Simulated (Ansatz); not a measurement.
Results of r²SCAN+rVV10 in Ansatz (plane waves, PAW) for tetradymite Bi2Te3.

Run with plane-wave cutoff 560 eV, 10×10×10 k mesh, Fermi–Dirac smearing 0.01 eV, scalar-relativistic PAW data made under PBE.

Shape and atoms are relaxed at each volume.

The direct gap at Γ against volume; x = 100 ln(V/34.986 Å³). One gap is withheld.

```json
[
 {"V (Å³/atom)": "33.587", "x": "-4.08", "gap (eV)": "0.554"},
 {"V (Å³/atom)": "34.286", "x": "-2.02", "gap (eV)": "0.610"},
 {"V (Å³/atom)": "34.986", "x": "0.00", "gap (eV)": "0.676"},
 {"V (Å³/atom)": "35.686", "x": "1.98", "gap (eV)": "0.754"},
 {"V (Å³/atom)": "36.385", "x": "3.92", "gap (eV)": "?"}
]
```

Task: Fit a straight line to the rows shown, give the volume deformation potential and predict the withheld gap.

Result: Means of the 4 rows: x̄ = -1.030, ȳ = 0.6485 eV. Σ(x − x̄)(y − ȳ) = 0.6722 and Σ(x − x̄)² = 20.404, so the slope is 0.0329 eV per unit of x, and dE_g/d ln V = 3.3 eV. At x = 3.92: 0.6485 + (0.0329) × (3.92 − (-1.030)) = 0.811 eV. The run gives 0.845 eV, 0.034 eV above the line, as the curve bends the same way over all rows.

Spin–orbit coupling is not included; with these elements it can move the gap by several tenths of an eV or more.

Note: the bulk modulus comes from volumes at which shape and atoms were relaxed.

Ansatz is a program for electronic structure.
